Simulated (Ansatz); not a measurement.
CsAuBr3 (I4/mmm, No. 139) was calculated with HSE06+SOC (Ansatz, a first-principles code, PAW).

Run with plane-wave cutoff 460 eV, 4×4×4 k mesh, Fermi–Dirac smearing 0.01 eV, PAW data made under PBE.

Cell (measured lattice):

```
AuCsBr3
1.0
   -3.87960     3.87960     5.65395
    3.87960    -3.87960     5.65395
    3.87960     3.87960    -5.65395
Au Br Cs
2 6 2
Direct
  0.00000   0.00000   0.00000
  0.50000   0.50000   0.00000
  0.22200   0.22200   0.44400
  0.77800   0.77800   0.55600
  0.22200   0.77800   0.00000
  0.77800   0.22200   0.00000
  0.71220   0.71220   0.00000
  0.28780   0.28780   0.00000
  0.75000   0.25000   0.50000
  0.25000   0.75000   0.50000
```

Q: Predict the band gap, smallest direct gap on the k points sampled and direct gap at Γ.

A: 
- band gap = 1.34 eV (indirect)
- smallest direct gap on the k points sampled = 1.38 eV
- direct gap at Γ = 2.91 eV

Note: cell and atoms aren't relaxed at this level (largest force component 0.18 eV/Å, pressure 1.6 GPa).

Static lattice: no zero-point or thermal effects.
